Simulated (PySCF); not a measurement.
## Relaxation of singlet H₃PS

All numbers come from PBE0/[P def2-TZVP, S def2-TZVP, H def2-TZVP], no relativity, density fitting, PySCF. A (50,194) grid was used.

A hand-made tetrahedral start, of C3v symmetry, held to at least that symmetry:

Coordinates in bohr (charge 0 multiplicity 1):
```
P     0.0000    1.4320    1.0125
S     0.0000   -1.5922   -1.1258
H     2.2065    1.4320    2.5727
H    -2.2065    1.4320    2.5727
H     0.0000    3.6384   -0.5478
```

Optimiser trace:
```tsv
step	E − E(last) (kJ/mol)	largest gradient (Eh/bohr)
0	27.21	0.03619
1	0.86	0.00489
2	0.03	0.00122
3	0.00	0.00015
4	0.00	0.00003
```

It ends at C3v with P–H 1.415 Å (×3), P–S 1.925 Å; H–P–H 99.9° (×3), H–P–S 117.9° (×3). A frequency run shows a minimum. Other isomers or separated fragments may lie lower.

Final geometry:
```xyz
5
charge 0 multiplicity 1, angstrom
P     0.0000    0.7369    0.5211
S     0.0000   -0.8347   -0.5902
H     1.0829    0.9160    1.4134
H    -1.0829    0.9160    1.4134
H     0.0000    1.9989   -0.1181
```
